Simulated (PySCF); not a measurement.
**Name the molecule from its bond curve**

A diatomic of charge +1 contains O (the partner may be the same element). Its doublet curve at UHF in a double-zeta basis (spin-free X2C with a Gaussian nucleus, PySCF), in eV from the separated fragments:

```
R (Å)  E (eV)
0.947   0.502
0.991  -0.652
1.035  -1.167
1.068  -1.238
1.101  -1.105
1.134  -0.814
1.178  -0.244
1.233   0.663
1.299   1.916
1.387   3.690
```

The fit gives ωe = 2580 cm⁻¹ and the rotational constant Bₑ = 1.870 cm⁻¹.

Problem. Which atom is the partner?

Solution. The minimum lies at 1.062 Å, so the reduced mass is 16.8576 u Å² cm⁻¹/(Bₑ·Re²) = 7.993 u. With O at 15.99 u the partner weighs about 16.0 u: O. The molecule is O₂⁺.

The state was picked by a PBE0 search and need not be the measured ground state.
